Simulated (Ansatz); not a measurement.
hcp Y, treated with LDA (Ansatz, a quantum-chemistry and plane-wave program, PAW).

Numerical settings: plane-wave cutoff 520 eV, 24×24×12 k mesh (along the axes of the cell as run), Fermi–Dirac smearing 0.028 eV (set by the program), scalar-relativistic PAW data made under PBE.

Cell (relaxed at this level):

Y is modelled in the hexagonal space group P6₃/mmc (No. 194), the hcp (Mg type) structure, Pearson symbol hP2. Lattice parameters: a = b = 3.5404 Å, c = 5.5150 Å, α = β = 90.00°, γ = 120.00°. Y on 2c is coordinated by 12 Y at 3.432–3.540 Å (anticuboctahedral). (Neighbours: up to the widest gap in distance over summed covalent radii, below 1.35, at either atom.)

**Question.** What does this level give for the elastic constant C13, elastic constant C66, Young modulus, Poisson ratio, elastic constant C11, elastic constant C12, elastic constant C33 and elastic constant C44?

**Answer.** 
elastic constant C13: 26.4 GPa
elastic constant C66: 25.1 GPa
Young modulus: 65.3 GPa
Poisson ratio: 0.251
elastic constant C11: 75.2 GPa
elastic constant C12: 24.9 GPa
elastic constant C33: 88.9 GPa
elastic constant C44: 25.9 GPa

Measured, for comparison: elastic constant C13 19 ± 4 GPa, elastic constant C11 83.4 ± 0.2 GPa, elastic constant C12 29.1 ± 0.3 GPa, elastic constant C33 80.1 ± 0.2 GPa, elastic constant C44 26.9 ± 0.06 GPa (0 K, extrapolated to 0 K; as tabulated in Elastic Constants of Yttrium Single Crystals in the Temperature Range 4.2-400 K). Computed (rounded) less measured: elastic constant C13 +39 %, elastic constant C11 -10 %, elastic constant C12 -14 %, elastic constant C33 +11 %, elastic constant C44 -4 %.

Elastic constants are with the ions relaxed.

Computed values are for the static lattice.
